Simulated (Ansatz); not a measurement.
# ClH₂SSi radical (SMILES [S][SiH2]Cl): a relaxed scan of the bond length Si2–H5

The task here is to estimate one member of a computed series from the others.

Computed with Ansatz 0.2.0, Gaussian basis. Level: single points in def2-TZVPP.

Levels: PBE-D4, r2SCAN-D4, PBE0-D4, B3LYP-D4, wB97M-V, Hartree-Fock, MP2, CCSD, CCSD(T). The scan takes 1.274, 1.318, 1.382, 1.456, 1.539, 1.628, 1.723, 1.822, 1.926 Å.

Correlated methods freeze the cores. Orbitals are unrestricted. B3LYP uses VWN-RPA correlation.

19 further runs of the same task are left out: 19 set aside as unsound or not needed.

## The system as given

The minimum, relaxed at PBE0-D4: SMILES `[S][SiH2]Cl`, 5 atoms, charge 0, spin multiplicity 2.

Atoms are counted from 1 here; the program's logs count them from 0.

Bond lengths: S1–Si2 2.105 Å, Si2–Cl3 2.051 Å, Si2–H4 1.482 Å, Si2–H5 1.482 Å. Angles: S1–Si2–Cl3 114.9°, S1–Si2–H4 107.3°, S1–Si2–H5 107.2°, Cl3–Si2–H4 107.6°, Cl3–Si2–H5 107.7°, H4–Si2–H5 112.3°.

As a file:

```xyz
5

S    -1.0487   -0.3954    1.6862
Si    0.1148   -0.0615   -0.0355
Cl   -0.7069    1.2387   -1.3924
H     0.2857   -1.3682   -0.7127
H     1.4050    0.5127    0.4131
```

Energies of the minimum (eV), from earlier single points: PBE-D4 -31256.27089, r2SCAN-D4 -31267.87801, PBE0-D4 -31258.97542, B3LYP-D4 -31271.78010, wB97M-V -31268.22625, CCSD(T) -31231.72256.

At the minimum the bond length Si2–H5 is 1.482 Å.

The first run:

Input file relax/in.yaml:

```yaml
crystal:
  periodic: [false, false, false]
  atoms:
    - {symbol: S, position_ang: [-1.048687, -0.395444, 1.686184]}
    - {symbol: Si, position_ang: [0.114840, -0.061538, -0.035507]}
    - {symbol: Cl, position_ang: [-0.706910, 1.238733, -1.392419]}
    - {symbol: H, position_ang: [0.285655, -1.368195, -0.712720]}
    - {symbol: H, position_ang: [1.224127, 0.432231, 0.350174]}
basis:
  gaussian: {orbitals: def2-TZVP}
magnetization: {spin_polarized: true, initial_magnetization: 1}
hamiltonian: {xc: pbe0, dispersion: d4}
relax: {f_tol: 0.005, max_steps: 200, constraints: [{distance: [1, 4]}]}
```

The command line of these runs was not kept.

Among the steps run: Si2–H5 = 1.274 Å; Si2–H5 = 1.318 Å; Si2–H5 = 1.382 Å; Si2–H5 = 1.456 Å; Si2–H5 = 1.539 Å; Si2–H5 = 1.628 Å; Si2–H5 = 1.723 Å; Si2–H5 = 1.822 Å; Si2–H5 = 1.926 Å.

One table of the session follows, with a row left open; its other results are not shown here.

Energies less that of the minimum at the same level (kJ/mol):

```
bond length (Å)  PBE-D4  PBE0-D4  B3LYP-D4  wB97M-V  Hartree-Fock
          1.274    54.4     51.0      48.4     47.0          46.5
          1.318       ?        ?         ?        ?             ?
          1.382    11.7      9.8       8.8      8.0           7.1
          1.456     1.1      0.6       0.3      0.1          -0.2
1.482 (minimum)     0.0      0.0       0.0      0.0           0.0
          1.539     1.3      2.6       3.0      3.6           4.6
          1.628    11.1     14.7      15.4     17.4          20.6
          1.723    27.9     34.6      35.0     39.3          45.9
          1.822    48.8     59.3      58.6     66.8          78.4
          1.926    72.4     87.5      85.8     97.6         117.1
```

Q: Estimate the row for bond length (Å) = 1.318 from the others.

Worked estimate for «PBE-D4». A straight line through the neighbours (1.274, 54.4) and (1.382, 11.7) gives 54.4 + (11.7 − 54.4) × (1.318 − 1.274) / (1.382 − 1.274) = 37.0; a parabola fitted to 3 rows on both sides gives 33.1.

**Answer.** PBE-D4: 32.2; PBE0-D4: 29.4; B3LYP-D4: 27.5; wB97M-V: 26.3; Hartree-Fock: 25.6. In «PBE-D4» the line misses by +4.8 and the parabola by +0.9.

To keep in mind: A polynomial through the near points puts the CCSD(T) minimum 0.009 Å below the PBE0-D4 value.
